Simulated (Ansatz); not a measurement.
Cohesive energy (eV/atom) along a series of related solids, from revPBE (Ansatz, a quantum-chemistry and plane-wave program, plane waves, PAW); RPBE in Ansatz (PAW); PBE-D3(BJ) in Ansatz (plane waves, PAW).

```tsv
solid	revPBE	RPBE	PBE-D3(BJ)	measured
bcc Li	1.50	1.53	1.79	1.67
bcc Na	0.99	1.02	1.24	1.12
bcc K	0.77	0.81	0.99	0.94
bcc Rb	0.68	0.71	0.88	0.86
bcc Cs	0.61	0.64	?	0.81
```

Question: Estimate the withheld PBE-D3(BJ) value from the other rows.

Answer: One way: carry over the typical difference. The differences PBE-D3(BJ) − revPBE of the other rows, in order: 0.20, 0.22, 0.25, 0.29; median 0.235. bcc Cs: 0.61 + (0.235) = 0.84 eV/atom; the run gives 0.80 eV/atom. The differences spread from 0.20 to 0.29. bcc Cs lies outside that spread.

PBE-D3(BJ) less measured, from the printed values: bcc Li +0.12 eV/atom, bcc Na +0.12 eV/atom, bcc K +0.05 eV/atom, bcc Rb +0.02 eV/atom, bcc Cs -0.01 eV/atom.

A member of the series is missing where a level wasn't run or failed, where a doubt is noted on the run or the magnetic state, for phases of high temperature or layered ones, and where values are held back for tests. The withheld row was drawn at random.

Spin–orbit coupling is left out, also for the solids with elements from indium on (bcc Cs); its size isn't shown.

Free atoms are spin-polarised, in the lowest state found; at levels without +SOC their spin–orbit coupling is left out. Each level is taken at its own relaxed cell. Caveats: the cell is over a tenth larger than the published one: the level's own overestimate first of all, though another phase or state, or a fault of the published cell, is possible (revPBE: bcc Cs; RPBE: bcc Cs). Ansatz's density-functional and Hartree–Fock values are scalar-relativistic unless marked +SOC, with PAW data made under PBE.

Measured values are for low temperature or corrected to a static lattice. References as tabulated in Mejia-Rodriguez and Trickey (2018), arXiv:1807.09216; Csonka et al. (2009), arXiv:0903.4037.
